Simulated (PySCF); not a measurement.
# Working out the ionisation energy of Ne

Ne [Ne] (1S) → Ne⁺ [He] 2s2 2p5 (2P). Computed with PySCF 2.14 in x2c-TZVPPall (5s3p2d1f, 31 functions), with the spin-free X2C one-electron Hamiltonian (Gaussian nucleus). Frozen: 1s2. Energies in hartree (1 hartree = 27.21139 eV):

```json
{"part": "UHF", "Ne (lower)": "-128.678917", "Ne⁺ (upper)": "-127.956669"}
{"part": "CCSD correlation", "Ne (lower)": "-0.264654", "Ne⁺ (upper)": "-0.205751"}
{"part": "(T)", "Ne (lower)": "-0.003991", "Ne⁺ (upper)": "-0.002240"}
```

Problem. What does Hartree-Fock give?

Solution. (-127.956669) − (-128.678917) = 0.722248 hartree = 19.653 eV.

Problem. What do CCSD and CCSD(T) give?

Solution. The CCSD correlation energies differ by 0.058903 hartree = 1.603 eV and the triples by 0.001751 hartree = 0.048 eV, so CCSD gives 21.256 eV and CCSD(T) 21.304 eV.

Measured between the centres of the two terms (NIST): 21.597 eV, so CCSD(T) (valence) is off by -0.293 eV.

What remains against the reference includes basis incompleteness, the frozen core and higher excitations.
